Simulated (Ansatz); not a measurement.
# CH₇AlO: a reaction path by the nudged elastic band

Aim: the minimum-energy path between two given structures and its highest point. Both ends were relaxed at PBE0-D4 in triple zeta. A second band with other settings follows.

Method: PBE0-D4/def2-SVP; program: Ansatz 0.2.0, Gaussian basis.

22 further runs of the same task are left out: 22 set aside as unsound or not needed.

### 1 Starting geometry

The first end: 10 atoms, charge 0, spin multiplicity 1.

Atoms are counted from 1 here; the program's logs count them from 0.

Bond lengths: Al1–C2 1.972 Å, Al1–H3 1.608 Å, Al1–H4 1.596 Å, Al1–O6 2.039 Å, C2–H7 1.096 Å, C2–H8 1.096 Å, C2–H9 1.096 Å, H5–O6 0.964 Å, O6–H10 0.964 Å. Angles: C2–Al1–H3 118.3°, C2–Al1–H4 118.4°, C2–Al1–O6 97.9°, H3–Al1–H4 117.3°, H3–Al1–O6 94.4°, H4–Al1–O6 102.2°, Al1–C2–H7 110.4°, Al1–C2–H8 113.3°, Al1–C2–H9 112.6°, H7–C2–H8 106.2°, H7–C2–H9 105.9°, H8–C2–H9 107.9°, Al1–O6–H5 112.0°, Al1–O6–H10 110.1°, H5–O6–H10 107.6°.

As a file:

```xyz
10
charge 0, multiplicity 1
Al   -0.5895    0.0602   -0.7252
C     0.5921   -1.2662    0.1303
H     0.0113    0.9645   -1.9112
H    -2.1598   -0.2223   -0.7433
H     0.1696    1.2782    1.3952
O    -0.4306    1.5257    0.6831
H     0.6466   -2.1771   -0.4759
H     1.6233   -0.9154    0.2494
H     0.2275   -1.5813    1.1149
H    -0.0907    2.3337    0.2827
```

The second end:

| atom | x (Å) | y (Å) | z (Å) |
| --- | --- | --- | --- |
| Al1 | -0.9836 | 0.7229 | -0.7776 |
| C2 | 0.8309 | -1.1676 | 0.5671 |
| H3 | -0.1625 | 0.7305 | -2.1349 |
| H4 | -2.1339 | -0.3048 | -0.4484 |
| H5 | 0.5294 | -0.2485 | 1.0771 |
| O6 | -0.7724 | 1.9947 | 0.3331 |
| H7 | 0.8160 | -1.0547 | -0.5220 |
| H8 | 1.8561 | -1.3962 | 0.8576 |
| H9 | 0.1667 | -1.9794 | 0.8567 |
| H10 | -0.1468 | 2.7030 | 0.1912 |

### 2 The band at PBE0-D4/def2-SVP

Input file neb/in.yaml:

```yaml
crystal:
  periodic: [false, false, false]
  atoms:
    - {symbol: Al, position_ang: [-0.589501, 0.060184, -0.725159]}
    - {symbol: C, position_ang: [0.592150, -1.266229, 0.130267]}
    - {symbol: H, position_ang: [0.011333, 0.964526, -1.911212]}
    - {symbol: H, position_ang: [-2.159815, -0.222293, -0.743290]}
    - {symbol: H, position_ang: [0.169603, 1.278178, 1.395171]}
    - {symbol: O, position_ang: [-0.430633, 1.525748, 0.683077]}
    - {symbol: H, position_ang: [0.646597, -2.177134, -0.475916]}
    - {symbol: H, position_ang: [1.623305, -0.915384, 0.249380]}
    - {symbol: H, position_ang: [0.227525, -1.581341, 1.114905]}
    - {symbol: H, position_ang: [-0.090666, 2.333745, 0.282676]}
basis:
  gaussian: {orbitals: def2-SVP}
hamiltonian: {xc: pbe0, dispersion: d4}
neb:
  images: 5
  climbing: true
  max_iterations: 40
  initial_path: idpp
  final_atoms:
    - {symbol: Al, position_ang: [-0.983593, 0.722866, -0.777639]}
    - {symbol: C, position_ang: [0.830920, -1.167553, 0.567084]}
    - {symbol: H, position_ang: [-0.162494, 0.730493, -2.134937]}
    - {symbol: H, position_ang: [-2.133851, -0.304751, -0.448357]}
    - {symbol: H, position_ang: [0.529364, -0.248537, 1.077122]}
    - {symbol: O, position_ang: [-0.772359, 1.994663, 0.333098]}
    - {symbol: H, position_ang: [0.815969, -1.054661, -0.522036]}
    - {symbol: H, position_ang: [1.856096, -1.396177, 0.857643]}
    - {symbol: H, position_ang: [0.166664, -1.979388, 0.856683]}
    - {symbol: H, position_ang: [-0.146815, 2.703046, 0.191240]}
```

On the command line:

```console
> ansatz run in.yaml --threads 2 --pin off --events-out ev --progress --plain --max-ram 4352MiB
```

Output, shortened:

```text
Functional definition: PBE0
  name "PBE0"
  cite "Adamo & Barone, J. Chem. Phys. 110, 6158 (1999) doi:10.1063/1.478522"
  cite "Perdew, Burke & Ernzerhof, Phys. Rev. Lett. 77, 3865 (1996) doi:10.1103/PhysRevLett.77.3865"
  parent pbe
[...]
855 factors; integrals over basis functions are off by at most 3.6e-4 eV
[...]
mean field -9784.14951105 eV, -359.5608625962 hartree, gradient 3.8e-5 eV, S^2 0.000000; 0 other end points of the search recorded, 0 dependent functions left out
[...]
reference -9784.14953878 eV, -359.5608636153 hartree; 17, 17 occupied and 64, 64 virtual orbitals, 855 factors
[... from here to the last solve, the lines of the solves are left out (99 solves) ...]
WARN: NEB end point (image 0): max|allowed force component| = 2.769e-1 eV/Å (the criterion of neb.relax_end_points is 1.000e-2). That is over neb.f_tol: it is no minimum, so the barrier can be far off. Relax it first
WARN: NEB end point (image 6): max|allowed force component| = 2.935e-1 eV/Å (the criterion of neb.relax_end_points is 1.000e-2). That is over neb.f_tol: it is no minimum, so the barrier can be far off. Relax it first
NEB iter   1: max|band force component| = 3.971e0 eV/Å  barrier→ = 3.2450 eV  barrier← = 3.8162 eV  Δτ_max = 0.2000 Å  (167 SCF iters)
[...]
NEB iter   4: max|band force component| = 2.355e0 eV/Å  barrier→ = 0.8888 eV  barrier← = 1.4601 eV  Δτ_max = 0.2000 Å  (132 SCF iters)
[...]
NEB iter   7: max|band force component| = 6.525e-1 eV/Å  barrier→ = 0.4445 eV  barrier← = 1.0157 eV  CI = image 2  Δτ_max = 0.2000 Å  (123 SCF iters)
[...]
NEB iter  10: max|band force component| = 4.656e-1 eV/Å  barrier→ = 0.6853 eV  barrier← = 1.2565 eV  CI = image 2  Δτ_max = 0.0252 Å  (127 SCF iters)
NEB iter  11: max|band force component| = 9.671e-2 eV/Å  barrier→ = 0.6784 eV  barrier← = 1.2497 eV  CI = image 2  Δτ_max = 0.0087 Å  (126 SCF iters)
[...]
NEB iter  12: max|band force component| = 3.003e-2 eV/Å  barrier→ = 0.6779 eV  barrier← = 1.2491 eV  CI = image 2  CI's point: of a kind that is not told: the force calls were inconclusive, a negative curvature could not be distinguished from the path's own, the only one lies far off the [...]
Total energy: -9783.58601568 eV, -359.5401545235 hartree
Atom 0 at    -0.747308     0.171851    -0.788842 Å, force    -0.002268    -0.010063    -0.001027 eV/Å
Atom 1 at     0.637260    -0.864762     0.458530 Å, force    -0.011800     0.004515    -0.001880 eV/Å
Atom 2 at    -0.040731     0.587885    -2.152939 Å, force    -0.001066     0.001810    -0.001798 eV/Å
Atom 3 at    -2.168639    -0.524447    -0.706844 Å, force     0.002437     0.000985    -0.000709 eV/Å
Atom 4 at     0.200112     0.512082     0.716250 Å, force     0.033945    -0.033562    -0.009498 eV/Å
Atom 5 at    -0.485515     1.484623     0.542723 Å, force    -0.010324     0.033284    -0.004828 eV/Å
Atom 6 at     0.590968    -1.627479    -0.347700 Å, force     0.001125     0.004186     0.003420 eV/Å
Atom 7 at     1.713525    -0.649626     0.557592 Å, force    -0.003817     0.002067     0.003247 eV/Å
Atom 8 at     0.285218    -1.377776     1.366200 Å, force     0.000236    -0.001308     0.003899 eV/Å
Atom 9 at     0.015008     2.287649     0.354931 Å, force    -0.008465    -0.001914     0.009174 eV/Å
Dipole moment:     0.366390     0.210105     0.166176 e Å
```

Wall time 2.2 min (2 threads of Arm Neoverse V1, shared host).

The last band:

| image | path (Å) | energy (eV) | Al1–O6 (Å) | C2–H5 (Å) | Al1–C2 (Å) | H5–O6 (Å) |
| --- | --- | --- | --- | --- | --- | --- |
| 0 | 0.00 | 0.000 | 2.04 | 2.87 | 1.97 | 0.96 |
| 1 | 0.76 | 0.126 | 2.03 | 2.16 | 2.00 | 0.98 |
| 2 | 1.51 | 0.678 | 1.89 | 1.47 | 2.13 | 1.20 |
| 3 | 2.08 | -0.219 | 1.76 | 1.13 | 2.42 | 1.77 |
| 4 | 2.65 | -0.554 | 1.72 | 1.10 | 2.74 | 2.23 |
| 5 | 3.22 | -0.585 | 1.71 | 1.10 | 2.87 | 2.50 |
| 6 | 3.78 | -0.571 | 1.70 | 1.09 | 2.95 | 2.70 |

The highest image, 2:

```
Al   -0.7473    0.1719   -0.7888
C     0.6373   -0.8648    0.4585
H    -0.0407    0.5879   -2.1529
H    -2.1686   -0.5244   -0.7068
H     0.2001    0.5121    0.7163
O    -0.4855    1.4846    0.5427
H     0.5910   -1.6275   -0.3477
H     1.7135   -0.6496    0.5576
H     0.2852   -1.3778    1.3662
H     0.0150    2.2876    0.3549
```

### 3 The band at PBE0-D4/def2-SVP, other settings

Edit neb/in.yaml of step 2 so:

```diff
@@ -17,3 +17,3 @@
 neb:
-  images: 5
+  images: 4
   climbing: true
@@ -21,2 +21,3 @@
   initial_path: idpp
+  f_tol: 0.02
   final_atoms:
```

On the command line:

```console
> ansatz run in.yaml --threads 2 --pin off --events-out ev --progress --plain --max-ram 4352MiB
```

Output, shortened:

```text
[... 5 set-up lines as earlier in the session ...]
[...]
855 factors; integrals over basis functions are off by at most 3.6e-4 eV
[...]
mean field -9784.14951105 eV, -359.5608625962 hartree, gradient 3.8e-5 eV, S^2 0.000000; 0 other end points of the search recorded, 0 dependent functions left out
[...]
reference -9784.14953878 eV, -359.5608636153 hartree; 17, 17 occupied and 64, 64 virtual orbitals, 855 factors
[... from here to the last solve, the lines of the solves are left out (97 solves) ...]
WARN: NEB end point (image 0): max|allowed force component| = 2.769e-1 eV/Å (the criterion of neb.relax_end_points is 1.000e-2). That is over neb.f_tol: it is no minimum, so the barrier can be far off. Relax it first
[...]
WARN: NEB end point (image 5): max|allowed force component| = 2.935e-1 eV/Å (the criterion of neb.relax_end_points is 1.000e-2). That is over neb.f_tol: it is no minimum, so the barrier can be far off. Relax it first
[...]
Total energy: -9783.58660644 eV, -359.5401762336 hartree
Atom 0 at    -0.762296     0.140009    -0.781154 Å, force    -0.001670     0.001628    -0.003164 eV/Å
Atom 1 at     0.641134    -0.854007     0.475324 Å, force     0.001533    -0.000734    -0.004676 eV/Å
Atom 2 at    -0.092794     0.522235    -2.174135 Å, force     0.000135    -0.000145    -0.000741 eV/Å
Atom 3 at    -2.178386    -0.559652    -0.650482 Å, force     0.000935    -0.000539     0.000440 eV/Å
Atom 4 at     0.224299     0.537425     0.686966 Å, force     0.004317     0.000781     0.001261 eV/Å
Atom 5 at    -0.472079     1.497514     0.499680 Å, force    -0.006867     0.000682     0.005822 eV/Å
Atom 6 at     0.705092    -1.586743    -0.356063 Å, force    -0.000621     0.002922     0.001997 eV/Å
Atom 7 at     1.695960    -0.603344     0.676307 Å, force    -0.000189    -0.000283     0.001471 eV/Å
Atom 8 at     0.234031    -1.401072     1.338653 Å, force    -0.001053    -0.001041     0.001707 eV/Å
Atom 9 at     0.004937     2.307633     0.284802 Å, force     0.003481    -0.003273    -0.004118 eV/Å
Dipole moment:     0.374755     0.225782     0.159045 e Å
```

It took 2.1 min on 2 threads of Arm Neoverse V1, shared host.

The last band:

| image | path (Å) | energy (eV) | Al1–O6 (Å) | C2–H5 (Å) | Al1–C2 (Å) | H5–O6 (Å) |
| --- | --- | --- | --- | --- | --- | --- |
| 0 | 0.00 | 0.000 | 2.04 | 2.87 | 1.97 | 0.96 |
| 1 | 0.79 | 0.110 | 2.03 | 2.20 | 1.99 | 0.97 |
| 2 | 1.58 | 0.677 | 1.89 | 1.47 | 2.13 | 1.20 |
| 3 | 2.28 | -0.365 | 1.74 | 1.12 | 2.51 | 1.90 |
| 4 | 2.99 | -0.581 | 1.72 | 1.10 | 2.83 | 2.41 |
| 5 | 3.69 | -0.571 | 1.70 | 1.09 | 2.95 | 2.70 |

The highest image, 2:

```xyz
10
charge 0, multiplicity 1
Al   -0.7623    0.1400   -0.7812
C     0.6411   -0.8540    0.4753
H    -0.0928    0.5222   -2.1741
H    -2.1784   -0.5597   -0.6505
H     0.2243    0.5374    0.6870
O    -0.4721    1.4975    0.4997
H     0.7051   -1.5867   -0.3561
H     1.6960   -0.6033    0.6763
H     0.2340   -1.4011    1.3387
H     0.0049    2.3076    0.2848
```

### 4 Summary of results

```
                                                                       quantity                                           value
                                                PBE0-D4/def2-SVP, 12 iterations  highest 0.678 eV (image 2), last end -0.571 eV
                                                PBE0-D4/def2-SVP, 15 iterations  highest 0.677 eV (image 2), last end -0.571 eV
from earlier runs: barrier over the separately found saddle, CCSD(T)/def2-TZVPP                                        0.804 eV
```

The highest image lies 0.678 eV above the first end, and it climbed, so it estimates the saddle. The ends are not quite minima at this level (largest force component 0.29 eV/Å), so the heights are unreliable: relaxing the first end would lower it and raise the barrier above it. The highest image is 0.126 eV below the CCSD(T) barrier in triple zeta, which comes from separate runs on the saddle. The second band's highest image lies at 0.677 eV, at the same level with other band settings.
